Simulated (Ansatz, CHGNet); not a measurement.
1T (CdI2-type) CdI₂: volume per atom by level of theory

No measured value is used here.

```tsv
level (code)	value (Å³/atom)
CHGNet 0.3.0	41.37
LDA (Ansatz)	33.33
PBE (Ansatz)	42.29
PBE+SOC (Ansatz)	42.42
PBEsol+SOC (Ansatz)	35.95
PBE-D3(BJ) (Ansatz)	35.45
rVV10 (Ansatz)	?
HSE06 (Ansatz)	?
```

What belongs in the gaps?


- rVV10 (Ansatz, a program for electronic structure), value (Å³/atom): 36.55
- HSE06 (Ansatz), value (Å³/atom): 40.65

LDA: LDA has no dispersion term either, though it tends to give short spacings of layers, chains or molecules. PBE, PBE+SOC: for a layered or molecular solid the relaxed cell lies over 5 % above the published volume, where the minimum can be shallow. PBE, PBE+SOC, PBEsol+SOC, HSE06: the cell comes from a level without a dispersion term, which matters for the spacing of layers, chains or molecules. Cutoffs and k meshes differ between the levels. Ansatz's density-functional and Hartree–Fock values are scalar-relativistic unless marked +SOC, with PAW data made under PBE.

Machine-learned potentials (CHGNet 0.3.0) are trained on DFT data: a solid inside that data is no test of them.
